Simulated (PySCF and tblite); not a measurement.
Results of a calculation; reference values are marked as such.
C4H10, numbered as in [CH3:1][CH2:2][CH2:3][CH3:4].

The ensemble was built from 90 distance-geometry starts (ETKDG and KDG, MMFF94s, GFN2-xTB) and rests on PBE0-D3(BJ)/def2-SVP geometries. Weights use PBE0-D3(BJ)/def2-TZVP energies plus GFN2-xTB zero-point and thermal terms (modes under about 100 cm⁻¹ blended into free rotors). Symmetry numbers and mirror images are counted. Conformers within 4 kcal/mol (GFN2-xTB free energy) were kept, 5 at most. Codes: tblite and PySCF.

Torsions listed: C1–C2–C3–C4. Of a mirror pair one member is shown.

```csv
conformer,shape,symmetry
1,180°,C2h
2,-65°,C2 (pair)
```

Which of these conformers is the most populated at 298.15 K, and with what share?

Conformer 1, about 61 %. The lead over the next is within the error of the method.

Give the DFT energies and free energies relative to the lowest, and all weights.


```json
{"conformer": "1", "shape": "180°", "E(DFT) kcal/mol": "0.00", "G(298.15 K) kcal/mol": "0.00", "weight %": "61.5"}
{"conformer": "2", "shape": "-65°", "E(DFT) kcal/mol": "0.62", "G(298.15 K) kcal/mol": "0.28", "weight %": "38.5"}
```

How does its share change from 220 K to 380 K?

From 70 % to 56 %; the mixing entropy goes from 1.63 to 1.97 cal/(mol K).
